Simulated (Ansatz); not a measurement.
## Ansatz (development build ahead of 0.2.0) run

```yaml
crystal:
  periodic: [false, false, false]
  atoms:
    - { symbol: F, position_ang: [0.0, 0.23144, -1.22682] }
    - { symbol: C, position_ang: [0.0, -0.39257, 0.04683] }
    - { symbol: O, position_ang: [0.0, 0.16113, 1.17998] }
basis:
  gaussian: { orbitals: def2-SVP }
magnetization:
  spin_polarized: true
  initial_magnetization: 1
hamiltonian:
  xc: hf
correlation:
  method: mp2
  frozen_orbitals: { C: 1, F: 1, O: 1 }
```

The input is written out in the form of the current development build from the run's settings.

Output:

```yaml
Converged: yes
Reference_energy: -211.90651 hartree
Correlation_energy: -0.47813 hartree
Total_energy: -212.38464 hartree
Spin_squared_of_the_determinant: 0.892
Stability_test: minimum
Occupied_orbitals_by_symmetry_in_an_Abelian_subgroup_alpha;_beta: 10 A' 2 A''; 9 A' 2 A''
```

Messages of the program:
```
mean field -5766.26997165 eV, -211.9065129399 hartree, gradient 8.9e-6 eV, S^2 0.892335; 2 other ends of a descent, 0 dependent functions left out
```

Caution: the unrestricted determinant is spin contaminated.
